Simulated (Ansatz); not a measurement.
For Sb2O3 (Pccn, No. 56), r²SCAN (plane waves, PAW; Ansatz, a program for electronic structure) gives:

```
Property                Value
---------------  ------------
cohesive energy  4.13 eV/atom
band gap              2.66 eV
```

### Question
What does HSE06 in Ansatz (PAW) give for the same quantities?

### Answer

- cohesive energy: 3.90 eV/atom (drops by 0.23 eV/atom)
- band gap: 3.25 eV (grows by 0.59 eV)

Changes are worked out from the printed values.

Unless a cell is named, each level is at its own relaxed cell (r²SCAN 17.11, HSE06 17.86 Å³/atom).

Levels without +SOC leave out spin–orbit coupling, which shifts energies and cells of such heavy elements.

Spin–orbit coupling is included only where a level's name says +SOC; with heavier elements it mostly lowers gaps and can invert bands. Density-functional gaps are differences of (generalised) Kohn–Sham levels.

Caveats: the relaxation could not lower the start's symmetry, so the cell can be a saddle point above a distorted one (r²SCAN, HSE06). Ansatz's density-functional and Hartree–Fock values are scalar-relativistic unless marked +SOC, with PAW data made under PBE.
